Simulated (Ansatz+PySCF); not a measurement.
## doublet NO: levels of theory in one basis

```csv
atom,x (Å),y (Å),z (Å)
N,0.0000,0.0000,-0.7616
O,0.0000,0.0000,0.6664
```

Basis set: STO-3G (spherical functions). Frozen core: 2 orbitals. Correlation on ROHF uses semicanonical orbitals with singles. Charge 0, multiplicity 2.

Computed with Ansatz (development build ahead of 0.2.0); each method stands on the lowest determinant of its kind that the runs found.

| method | E − E(ROHF) (eV) | <S²> of the determinant |
| --- | --- | --- |
| ROHF | 0.00 | 0.75 |
| UHF | -2.60 | 1.64 |
| ROHF-MP2 | -2.50 | – |
| UHF-MP2 | -3.72 | 1.64 |
| ROHF-CCSD | -5.02 | – |
| UHF-CCSD | -5.35 | 1.64 |
| ROHF-CCSD(T) | -5.34 | – |
| UHF-CCSD(T) | -5.41 | 1.64 |

(1) What does full CI (lowest root of this spin) give on the same scale?

(2) Is a single determinant a sound starting point here?

Answers

(1) -5.47 eV.

At such a shape the full CI root can have another spatial symmetry than the determinants, so the rows needn't describe one state.

(2) It is doubtful. Unrestricted orbitals lower Hartree–Fock by 2.60 eV and <S²> is 1.64 where a pure state has 0.75, a sign of strong static correlation.

Caution for ROHF, ROHF-MP2, ROHF-CCSD, ROHF-CCSD(T): an unrestricted determinant lies well below. Caution for UHF, UHF-MP2, UHF-CCSD, UHF-CCSD(T): the unrestricted determinant is a mixture of spin states; the determinant may break the point group. Caution for ROHF-MP2, UHF-MP2, ROHF-CCSD, UHF-CCSD, ROHF-CCSD(T), UHF-CCSD(T): large amplitudes, a single reference is doubtful. Caution for ROHF-MP2, ROHF-CCSD, ROHF-CCSD(T): a plain start can end on a higher determinant. Caution for ROHF-MP2, UHF-MP2, ROHF-CCSD(T): another reference gives a lower total.
